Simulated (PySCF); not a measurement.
# H3NO (hydroxylamine): PBE0/STO-3G

Aim: the energy change on altering one bond length of H3NO (hydroxylamine) at PBE0/STO-3G, from 2 runs. Input form: a Python script.

Program for the calculation: PySCF 2.14.0.

9 further runs of the same task are left out: 9 set aside as unsound or not needed.

## 1. Starting point

H3NO has 5 atoms, charge 0, and is taken as a singlet. SMILES: `NO`. The coordinates come from a GFN2-xTB relaxation. This is one conformer, not always the lowest.

Bond lengths: N1–O2 1.432 Å, N1–H3 1.020 Å, N1–H4 1.020 Å, O2–H5 0.966 Å. Angles: N1–O2–H5 105.0°, O2–N1–H3 105.6°, O2–N1–H4 105.6°, H3–N1–H4 107.4°.

## 2. A single-point energy at PBE0/STO-3G

Input file input.py:

```python
from pyscf import gto, dft

molecule = gto.M(
    atom=[
    ('N', (-0.178910, -0.366440, -0.312920)),
    ('O', (0.371730, 0.674250, 0.501760)),
    ('H', (-0.161770, -1.206140, 0.265260)),
    ('H', (-1.156690, -0.114310, -0.454620)),
    ('H', (1.125640, 1.012630, 0.000530)),
],
    max_memory=1860,
    basis='sto-3g',
    charge=0,
    spin=0,
    verbose=3,
)

ks = dft.RKS(molecule)
ks.xc = 'pbe0'
ks.conv_tol = 1e-10
ks.grids.level = 5
ks.kernel()
if not ks.converged:
    ks = ks.newton().run(ks.mo_coeff, ks.mo_occ)

etot = ks.e_tot
print('Final energy', etot)
```

Started as:

```bash
OMP_NUM_THREADS=1 python input.py
```

What it wrote:

```text
converged SCF energy = -129.791116586556
Final energy -129.79111658655648
```

Run time: 2 s. Hardware: 1 thread of Arm Neoverse V1, shared host; peak memory 0.17 GiB.

## 3. The distorted shape

Input file calc.py:

```python
from pyscf import gto, dft

mol = gto.Mole()
mol.atom = '''
N     -2.902542    -1.843483     1.113617
O     -1.861983     0.123136     2.653140
H     -2.870152    -3.430286     2.206219
H     -4.750278    -1.367026     0.845843
H      2.127151     1.913593     0.001002
'''
mol.verbose = 4
mol.charge = 0
mol.max_memory = 1860
mol.unit = 'bohr'
mol.basis = 'sto-3g'
mol.build()

myscf = dft.RKS(mol, xc='pbe0')
myscf.grids.level = 5
myscf.conv_tol = 1e-10
myscf.kernel()
if not myscf.converged:
    myscf = myscf.newton().run(myscf.mo_coeff, myscf.mo_occ)

etot = myscf.e_tot
print('E = %.10f Eh' % etot)
```

Started as:

```bash
OMP_NUM_THREADS=1 python calc.py
```

What it wrote:

```text
PySCF version 2.14.0

[... 92 lines left out ...]
converged SCF energy = -129.546003945496
E = -129.5460039455 Eh
```

It took 3.6 s on 1 thread of Arm Neoverse V1, shared host; peak memory 0.17 GiB.

## 4. Outcome

Level: PBE0/STO-3G.

| quantity | value |
| --- | --- |
| first shape: total energy | -129.79112 Eh |
| first shape: dipole moment | 0.37 D |
| first shape: HOMO energy | -3.96 eV |
| first shape: LUMO energy | 8.04 eV |
| first shape: HOMO–LUMO gap | 12.00 eV |
| distorted shape: total energy | -129.54600 Eh |
| distorted shape: dipole moment | 2.68 D |
| distorted shape: HOMO energy | -2.98 eV |
| distorted shape: LUMO energy | -1.08 eV |
| distorted shape: HOMO–LUMO gap | 1.90 eV |
| energy change with the O2–H5 bond stretched from 0.966 to 2.706 Å | 6.670 eV |

What this shows: One bond (distorted shape) is far stretched, which a spin-restricted single reference describes badly; a broken-symmetry solution may lie lower. With the O2–H5 bond stretched from 0.966 to 2.706 Å the energy rises by 6.67 eV (154 kcal/mol). The first shape isn't relaxed at this level, so the change isn't measured from a minimum. A restricted reference can't describe the breaking bond well at this length. The minimal basis adds a large error of its own. Mulliken charges (first shape) run from -0.33 on N1 to +0.21 on H5. Mulliken charges (distorted shape) run from -0.28 on N1 to +0.21 on H4; they depend strongly on the basis.
